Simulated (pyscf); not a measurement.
HO–Si(F)(O–SiH₃)–O–SiH₃ + water (H₂O) → HO–Si(OH)(O–SiH₃)–O–SiH₃ + hydrogen fluoride (HF) (four-centre exchange; singlet surface; F–Si, H–O broken, O–Si, F–H formed). PySCF, gas phase, ωB97X-D3(BJ)/def2-SVP geometries. Energies in kcal/mol from the separated reactants.

```
level                   barrier  reaction energy
----------------------  -------  ---------------
ωB97X-D3(BJ)/def2-TZVP     23.6             +9.4
r²SCAN/def2-TZVP           22.0            +10.5
PBE0-D3(BJ)/def2-TZVP      22.5             +9.4
M06-2X/def2-TZVP           23.3             +9.4
ωB97M-D3(BJ)/def2-TZVP      [?]             +9.9
HF/def2-TZVP                [?]              [?]
```

Question: Complete the blanks.

Answer: 
- ωB97M-D3(BJ)/def2-TZVP, barrier: 23.5
- HF/def2-TZVP, barrier: 43.3
- HF/def2-TZVP, reaction energy: +11.9

The functionals in the table span 1.6 kcal/mol in this barrier, from r²SCAN to ωB97X-D3(BJ). On the reactant side the descent ends in a complex (not fully relaxed), 6.8 kcal/mol under the separated species and 30.5 kcal/mol under the saddle at ωB97X-D3(BJ)/def2-TZVP. On the product side the descent ends in a bound adduct, 9.6 kcal/mol under the separated species and 23.8 kcal/mol under the saddle at ωB97X-D3(BJ)/def2-TZVP. This is the saddle that the search found; another between the same sides may lie lower.
